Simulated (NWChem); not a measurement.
Program: NWChem. System: HO, charge 0, spin multiplicity 2, optimised in this run. The structure started from a generated list of species. Its SCF solution wasn't tested for a lower state. Level: UPBE0/def2-SVP.

The NWChem input:

```
start mol
memory heap 200 mb stack 900 mb global 1100 mb
geometry units angstroms
  O      0.000000     0.000000     0.107040
  H      0.000000     0.000000    -0.856318
  symmetry group C2v
end
basis spherical
  * library def2-svp
end
dft
  xc pbe0
  odft
  mult 2
  semidirect memsize 60000000 filesize 0
  iterations 100
end
driver
  maxiter 80
end
task dft optimize
task dft freq
```

Part of the output:

```
             Northwest Computational Chemistry Package (NWChem) 7.3.0
             --------------------------------------------------------

                                NWChem Input Module
                                -------------------

 Scaling coordinates for geometry "geometry" by  1.889725989
 (inverse scale =  0.529177249)

 Turning off AUTOSYM since
 SYMMETRY directive was detected!

          ------
          auto-z
          ------

                             Geometry "geometry" -> ""
                             -------------------------

 Output coordinates in angstroms (scale by  1.889725989 to convert to a.u.)

  No.       Tag          Charge          X              Y              Z
 ---- ---------------- ---------- -------------- -------------- --------------
    1 O                    8.0000     0.00000000     0.00000000     0.10703978
    2 H                    1.0000     0.00000000     0.00000000    -0.85631822

 Effective nuclear repulsion energy (a.u.)       4.3944390268

            Nuclear Dipole moment (a.u.)
            ----------------------------
        X                 Y               Z
 ---------------- ---------------- ----------------
     0.0000000000     0.0000000000     0.0000000000

      Symmetry information
      --------------------

 Group name             C2v
 Group number             16
 Group order               4
 No. of unique centers     2

      Symmetry unique atoms

     1    2


 Summary of "ao basis" -> "" (spherical)
 ------------------------------------------------------------------------------
       Tag                 Description            Shells   Functions and Types
 ---------------- ------------------------------  ------  ---------------------
 *                          def2-svp                  on all atoms

                           NWChem Geometry Optimization
                           ----------------------------

 maximum gradient threshold         (gmax) =   0.000450
 rms gradient threshold             (grms) =   0.000300
 maximum cartesian step threshold   (xmax) =   0.001800
 rms cartesian step threshold       (xrms) =   0.001200
 fixed trust radius                (trust) =   0.300000
 maximum step size to saddle      (sadstp) =   0.100000
 energy precision                  (eprec) =   5.0D-06
 maximum number of steps          (nptopt) =   80
 initial hessian option           (inhess) =    0
 line search option               (linopt) =    1
 hessian update option            (modupd) =    1
 saddle point option              (modsad) =    0
 initial eigen-mode to follow     (moddir) =    0
 initial variable to follow       (vardir) =    0
 follow first negative mode     (firstneg) =    T
 apply conjugacy                    (opcg) =    F
 source of zmatrix                         =   autoz

          -------------------
          Energy Minimization
          -------------------

 Names of Z-matrix variables
    1

 Variables with the same non-blank name are constrained to be equal

 Using diagonal initial Hessian
 Scaling for Hessian diagonals: bonds = 1.00  angles = 0.25  torsions = 0.10

          --------
          Step   0
          --------

                         Geometry "geometry" -> "geometry"
                         ---------------------------------

 Output coordinates in angstroms (scale by  1.889725989 to convert to a.u.)

  No.       Tag          Charge          X              Y              Z
 ---- ---------------- ---------- -------------- -------------- --------------
[...]
    H        2  0.0000000D+00  0.0000000D+00 -1.6305650D+00  1.0078250D+00
 --------------------------------------------------------------------------

          ----------------------------------------------------
          MASS-WEIGHTED NUCLEAR HESSIAN (Hartree/Bohr/Bohr/Kamu)
          ----------------------------------------------------

               1            2            3            4            5            6
   ----- ----- ----- ----- -----
    1    8.03189D-04
    2    2.15114D-10 -7.98784D-04
    3    5.87396D-08 -4.57050D-09  3.15982D+01
    4   -2.76283D-03  4.83430D-10  1.22668D-08  3.82290D-03
    5    5.16571D-10 -1.25748D-03 -6.31281D-09  4.21260D-09  4.21353D-03
    6   -2.04237D-07  1.06251D-09 -1.25881D+02  8.05928D-07 -1.45375D-09  5.01487D+02


 ----------------------------------------------------------------------------
 Normal Eigenvalue ||         Derivative Dipole Moments (debye/angs)
  Mode   [cm**-1]  ||      [d/dqX]             [d/dqY]           [d/dqZ]
 ------ ---------- || ------------------ ------------------ -----------------
    1       -5.383 ||      -0.000              -0.025            -0.000
    2       -4.698 ||       0.522              -0.000             0.000
    3       -1.281 ||       0.000               0.000            -0.000
    4       10.918 ||      -0.000               1.829            -0.000
    5       12.013 ||       1.753               0.000            -0.000
    6     3753.208 ||      -0.000              -0.000             0.524
 ----------------------------------------------------------------------------

 ----------------------------------------------------------------------------
 Normal Eigenvalue ||                 Infra Red Intensities
  Mode   [cm**-1]  || [atomic units] [(debye/angs)**2] [(KM/mol)] [arbitrary]
 ------ ---------- || -------------- ----------------- ---------- -----------
    1       -5.383 ||    0.000026           0.001         0.025       0.005
    2       -4.698 ||    0.011812           0.273        11.515       2.347
    3       -1.281 ||    0.000000           0.000         0.000       0.000
    4       10.918 ||    0.144993           3.345       141.346      28.813
    5       12.013 ||    0.133207           3.073       129.857      26.471
    6     3753.208 ||    0.011891           0.274        11.592       2.363
 ----------------------------------------------------------------------------

        Vibrational analysis via the FX method
  --- with translations and rotations projected out ---
  --- via the Eckart algorithm                      ---
 Dependent rotation vector no.                    3
  found in ECKART; assuming linear geometry
 Projected Nuclear Hessian trans-rot subspace norm:4.9304D-32
                         (should be close to zero!)

          --------------------------------------------------------
          MASS-WEIGHTED PROJECTED HESSIAN (Hartree/Bohr/Bohr/Kamu)
          --------------------------------------------------------

               1            2            3            4            5            6
   ----- ----- ----- ----- -----
    1    0.00000D+00
    2    2.52516D-26  0.00000D+00
    3    0.00000D+00  1.61610D-24  3.15982D+01
    4    0.00000D+00 -1.00597D-25  6.43824D-23  0.00000D+00
    5    0.00000D+00  0.00000D+00 -4.02390D-25  0.00000D+00  0.00000D+00
    6    2.57529D-23 -3.62151D-24 -1.25881D+02 -2.05190D-22 -2.00380D-25  5.01487D+02

 center of mass
 --------------
 x =   0.00000000 y =   0.00000000 z =   0.10526122

 moments of inertia (a.u.)
 ------------------
           3.228008085645           0.000000000000           0.000000000000
           0.000000000000           3.228008085645           0.000000000000
           0.000000000000           0.000000000000           0.000000000000

 Rotational Constants
 --------------------
 A=   0.000000 cm-1  (  0.000000 K)
 B=  18.649326 cm-1  ( 26.831621 K)
 C=  18.649326 cm-1  ( 26.831621 K)

 Temperature                      =   298.15K
 frequency scaling parameter      =   1.0000

 Linear Molecule

 Zero-Point correction to Energy  =    5.363 kcal/mol  (  0.008546 au)
 Thermal correction to Energy     =    6.843 kcal/mol  (  0.010906 au)
 Thermal correction to Enthalpy   =    7.436 kcal/mol  (  0.011849 au)

 Total Entropy                    =   41.191 cal/mol-K
   - Translational                =   34.421 cal/mol-K (mol. weight =  17.0027)
   - Rotational                   =    6.769 cal/mol-K (symmetry #  =        1)
   - Vibrational                  =    0.000 cal/mol-K

 Cv (constant volume heat capacity) =    4.966 cal/mol-K
   - Translational                  =    2.979 cal/mol-K
   - Rotational                     =    1.986 cal/mol-K
   - Vibrational                    =    0.000 cal/mol-K


 ----------------------------------------------------------------------------
 Normal Eigenvalue ||    Projected Derivative Dipole Moments (debye/angs)
  Mode   [cm**-1]  ||      [d/dqX]             [d/dqY]           [d/dqZ]
 ------ ---------- || ------------------ ------------------ -----------------
    1       -0.000 ||       0.000               0.000            -0.000
    2        0.000 ||      -0.445               0.000            -0.000
    3        0.000 ||      -0.000              -0.445             0.000
    4        0.000 ||       1.774              -0.000            -0.000
    5        0.000 ||       0.000               1.774            -0.000
    6     3753.207 ||      -0.000              -0.000             0.524
 ----------------------------------------------------------------------------

 ----------------------------------------------------------------------------
 Normal Eigenvalue ||           Projected Infra Red Intensities
  Mode   [cm**-1]  || [atomic units] [(debye/angs)**2] [(KM/mol)] [arbitrary]
 ------ ---------- || -------------- ----------------- ---------- -----------
    1       -0.000 ||    0.000000           0.000         0.000       0.000
    2        0.000 ||    0.008594           0.198         8.378       1.708
    3        0.000 ||    0.008596           0.198         8.380       1.708
    4        0.000 ||    0.136425           3.147       132.993      27.111
    5        0.000 ||    0.136423           3.147       132.992      27.110
    6     3753.207 ||    0.011891           0.274        11.592       2.363
 ----------------------------------------------------------------------------

 Task  times  cpu:        1.5s     wall:        1.5s

 Total times  cpu:        1.9s     wall:        1.9s
```
